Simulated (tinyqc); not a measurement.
Worked calculation: ROHF in the sto-3g basis, for NH3+, spin multiplicity 2. One step of it, computed by the program tinyqc.

Problem. Iteration 2: diagonalisation and new density. Diagonalise F' = X^T F X, C = X C', fill 5 alpha and 4 beta electrons from the bottom; D(s) = C_occ C_occ^T. Each column has its largest component positive (the first on a tie).

extrapolated F (hartree), lower triangle:
```
,1N 1s,1N 2s,1N 2px,1N 2py,1N 2pz,2H 1s,3H 1s,4H 1s
1N 1s,-15.623966
1N 2s,-3.962588,-2.158296
1N 2px,-0.000006,-0.000041,-0.591070
1N 2py,0.000000,0.000000,0.000000,-0.591046
1N 2pz,-0.003734,0.123654,0.000046,0.000000,-0.342394
2H 1s,-0.500120,-0.617117,-0.393628,0.000000,0.188867,-0.523443
3H 1s,-0.499910,-0.616915,0.196722,-0.340828,0.188808,-0.160586,-0.523307
4H 1s,-0.499910,-0.616915,0.196722,0.340828,0.188808,-0.160586,-0.160504,-0.523307
```

X:
```
,1,2,3,4,5,6,7,8
1N 1s,-0.377476,0.000208,0.000000,0.709541,0.625567,-0.000081,0.000000,0.174831
1N 2s,1.076864,-0.000406,0.000000,-0.206711,0.258878,-0.000111,0.000000,0.456349
1N 2px,0.000426,0.860882,0.000000,-0.000028,0.000041,0.659059,0.000000,0.000093
1N 2py,0.000000,0.000000,0.860898,0.000000,0.000000,0.000000,0.659021,0.000000
1N 2pz,-0.371718,0.000096,0.000000,-0.693326,0.647015,0.000004,0.000000,-0.163554
2H 1s,-0.513770,-0.811915,0.000000,-0.151060,-0.128439,0.465699,0.000000,0.315797
3H 1s,-0.513166,0.406256,-0.703246,-0.151123,-0.128496,-0.232938,0.403379,0.315669
4H 1s,-0.513166,0.406256,0.703246,-0.151123,-0.128496,-0.232938,-0.403379,0.315669
```

Give: F' = X^T F X; orbital energies; coefficients C; D(alpha) after iteration 2; D(beta) after iteration 2.

Solution.

F' = X^T F X (hartree), lower triangle:
```
,1,2,3,4,5,6,7,8
1,-0.6412
2,0.0005,0.0285
3,0.0000,0.0000,0.0285
4,1.7596,-0.0012,0.0000,-6.6543
5,1.5467,-0.0012,0.0000,-6.6725,-7.4190
6,-0.0002,-0.0503,0.0000,0.0010,0.0011,-0.7372
7,0.0000,0.0000,-0.0503,0.0000,0.0000,0.0000,-0.7372
8,0.3529,-0.0004,0.0000,-2.9844,-3.2818,0.0005,0.0000,-2.5967
```

orbital energies (hartree): MO1 -15.6308, MO2 -1.2691, MO3 -0.7405, MO4 -0.7405, MO5 -0.4087, MO6 -0.0026, MO7 0.0318, MO8 0.0318

coefficients C:
```
,MO1,MO2,MO3,MO4,MO5,MO6,MO7,MO8
1N 1s,0.9942,-0.2384,0.0000,0.0000,-0.1053,0.1076,0.0000,0.0002
1N 2s,0.0253,0.8948,-0.0002,0.0000,0.5214,-0.6360,0.0000,-0.0012
1N 2px,0.0000,0.0001,0.7138,0.0000,0.0001,0.0014,0.0000,-0.8161
1N 2py,0.0000,0.0000,0.0000,0.7138,0.0000,0.0000,0.8160,0.0000
1N 2pz,-0.0014,-0.1270,-0.0001,0.0000,0.7514,0.6953,0.0000,0.0012
2H 1s,-0.0040,0.1032,0.4118,0.0000,-0.2844,0.5562,0.0000,0.8418
3H 1s,-0.0040,0.1032,-0.2059,0.3566,-0.2846,0.5583,-0.7281,-0.4194
4H 1s,-0.0040,0.1032,-0.2059,-0.3566,-0.2846,0.5583,0.7281,-0.4194
```

D(alpha) after iteration 2, lower triangle:
```
,1N 1s,1N 2s,1N 2px,1N 2py,1N 2pz,2H 1s,3H 1s,4H 1s
1N 1s,1.0563
1N 2s,-0.2430,1.0731
1N 2px,0.0000,-0.0001,0.5095
1N 2py,0.0000,0.0000,0.0000,0.5095
1N 2pz,-0.0503,0.2781,0.0000,0.0000,0.5808
2H 1s,0.0014,-0.0561,0.2940,0.0000,-0.2268,0.2612
3H 1s,0.0014,-0.0561,-0.1470,0.2546,-0.2269,0.0068,0.2612
4H 1s,0.0014,-0.0561,-0.1470,-0.2546,-0.2269,0.0068,0.0068,0.2612
```

D(beta) after iteration 2, lower triangle:
```
,1N 1s,1N 2s,1N 2px,1N 2py,1N 2pz,2H 1s,3H 1s,4H 1s
1N 1s,1.0452
1N 2s,-0.1881,0.8013
1N 2px,0.0000,-0.0001,0.5095
1N 2py,0.0000,0.0000,0.0000,0.5095
1N 2pz,0.0288,-0.1137,-0.0001,0.0000,0.0161
2H 1s,-0.0286,0.0922,0.2940,0.0000,-0.0131,0.1803
3H 1s,-0.0286,0.0923,-0.1469,0.2546,-0.0131,-0.0741,0.1802
4H 1s,-0.0286,0.0923,-0.1469,-0.2546,-0.0131,-0.0741,-0.0741,0.1802
```
